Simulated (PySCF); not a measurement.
Calculation: TPSSh-D3(BJ)/def2-TZVP // PBE-D3(BJ)/def2-SVP run with PySCF. Isolated molecules, 0 K electronic values unless said otherwise. 

Reference species (SMILES): `[OH]` (neutral, multiplicity 2).

```yaml
dipole_moment: 1.75 D
highest_occupied_spin_orbital: -8.07 eV
```

Changed species: `[SH]` (free radical SH; the reference has free radical OH).

Predict the effect on the dipole moment and highest occupied spin orbital.

the dipole moment falls by 0.87 D, to 0.88 D; the highest occupied spin orbital rises by 1.32 eV, to -6.75 eV.
